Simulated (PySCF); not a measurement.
# BF⁺, doublet along the distance B1-F2

Starting geometry (PBE0/def2-TZVP stationary point for this spin):

```
atom   x (Å)   y (Å)   z (Å)
   B  0.0000  0.0000  0.0000
   F  0.0000  0.0000  1.2123
```

From there F2 moves along the line of the two atoms named below, all else staying in place; atoms are numbered as listed. Energies are in kcal/mol, counted from the starting geometry at the same level. Kohn–Sham curves keep the symmetry of the cluster determinant, unrestricted for open shells and where UHF breaks spin symmetry.

Basis 6-31G; PySCF 2.14.0. Correlated methods freeze the noble-gas cores.

The reference follows the lowest state, whose symmetry changes along the scan.

Full CI is exact within this basis and frozen core; it isn't the basis-set limit.

| distance B1-F2 (Å) | B3LYP |
| --- | --- |
| 0.956 | 128.2 |
| 1.070 | 36.3 |
| 1.212 | 0.0 |
| 1.308 | -0.6 |
| 1.494 | 21.0 |
| 1.688 | 52.2 |
| 1.910 | 79.7 |
| 2.222 | 89.9 |
| 2.728 | 92.9 |
| 3.298 | 96.9 |
| 4.182 | 99.6 |

Task: Estimate the full CI curve in 6-31G from this one, knowing how B3LYP differs from it in such a basis.

Result: The computed full CI values, in kcal/mol from the starting point, and the difference of B3LYP against them:
| distance B1-F2 (Å) | full CI | B3LYP less full CI |
| --- | --- | --- |
| 0.956 | 135.7 | -7.5 |
| 1.070 | 39.9 | -3.6 |
| 1.212 | 0.0 | 0.0 |
| 1.308 | -2.5 | 1.9 |
| 1.494 | 15.9 | 5.1 |
| 1.688 | 43.4 | 8.8 |
| 1.910 | 64.8 | 14.9 |
| 2.222 | 65.2 | 24.7 |
| 2.728 | 64.0 | 28.9 |
| 3.298 | 65.7 | 31.2 |
| 4.182 | 67.3 | 32.3 |

B3LYP at 4.182 Å lies 32.3 kcal/mol (48 %) above the reference in this basis.

In so small a basis the reference is far from its limit while semilocal and hybrid functionals are nearer theirs, so the functionals' errors here hold much of the reference's basis and frozen-core error, which can add to them or hide them. The set has no polarisation functions, which weighs most on the reference.
